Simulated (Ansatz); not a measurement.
System: rock-salt ZrC. Method: r²SCAN (Ansatz, a first-principles code, PAW).

A relaxed, unreconstructed slab of the (110) face has 16 atoms, two equal faces of 15.697 Å² each and an energy of -35582.8859 eV. A bulk cell of 4 atoms with the same orientation and in-plane k mesh has -8897.4183 eV. Energies are extrapolated to zero smearing.

Numerical settings: plane-wave cutoff 500 eV, 10×14×1 k mesh (along the axes of the cell as run), Fermi–Dirac smearing 0.05 eV, scalar-relativistic PAW data made under PBE.

Worked out: γ = (E_slab − N E_bulk per atom)/2A = [-35582.8859 − 16 × (-8897.4183/4)]/(2 × 15.697) = 0.2162 eV/Å². With 16.022 J/m² per eV/Å² this is 3.46 J/m², or 3.39 eV per surface cell and face.
